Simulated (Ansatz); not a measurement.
# How far each method lies from full CI for AlH₂⁻, singlet

Geometry: a point of a stretch scan, not a stationary point.

```csv
atom,x (Å),y (Å),z (Å)
Al,0.0000,-0.0722,-0.0093
H,0.0000,0.8402,-0.9742
H,0.0000,1.0936,1.2236
```

Basis aug-cc-pVDZ; Ansatz 0.2.0. Correlated methods freeze the noble-gas cores, which leaves 6 electrons in 40 orbitals. Prefix R: restricted or restricted open-shell reference; prefix U: unrestricted. Active spaces: pair = (2e, 2o) about the gap; valence = (6e, 6o) chosen from the atoms' valence shells.

Full CI is exact within this basis and frozen core; it isn't the basis-set limit. The frozen core follows each run's orbitals, which can shift R against U totals by a few meV.

```
UHF ⟨S²⟩                          : 0.565
T1 diagnostic (RCCSD)             : 0.0172
largest doubles amplitude (RCCSD) : 0.102
```

| level | E − E(full CI) (kcal/mol) | share of correlation (%) | wall time |
| --- | --- | --- | --- |
| RHF | 72.62 | 0.00 | – |
| RMP2 | 19.36 | 73.33 | – |
| CISD | 6.00 | 91.73 | 0.54 s |
| RCCSD | 2.17 | 97.01 | – |
| RCCSD(T) | 0.55 | 99.24 | 0.45 s |
| BCCD(T) | 0.55 | 99.24 | 0.51 s |
| RCCSDT | 0.09 | 99.87 | – |
| RCCSDT(Q) | 0.02 | 99.98 | 2.3 s |
| RCCSDTQ | 0.00 | 100.00 | 15 s (H100) |
| CASSCF (pair space) | 62.28 | 14.23 | – |
| NEVPT2 (pair space) | 17.90 | 75.35 | 1 s |
| CASSCF (valence space) | 46.19 | 36.39 | – |
| NEVPT2 (valence space) | 18.20 | 74.94 | 0.79 s |
| MRCISD (valence space) | 2.72 | 96.26 | – |
| MRCISD+Q (valence space) | 0.13 | 99.82 | 1.1 s |

The correlation energy at full CI, counted from RHF, is -3.149 eV. That run took 19 s on 2 threads of AMD EPYC 7R13 with a shared H100 80 GB, shared host over 48,998,162 determinants.

Run but not shown, since their state, orbitals or frozen core can't be matched to the reference's or they repeat it: UHF, UMP2, UCCSD, UCCSD(T), UCCSDT, UCCSDT(Q).

Times hold each run's SCF and search for its determinant on a shared host, so for small cases they say little of a method's own cost; rows without a card ran on 1 thread of AMD EPYC 7R13.

The full-CI state has the irrep A' of Cs, in the program's axes.

Natural occupations of full CI about the gap: 1.956 1.939 1.853 0.082 0.040 0.027 0.018 0.016 0.013 0.010; effectively unpaired electrons, Σ n²(2−n)², 0.13.
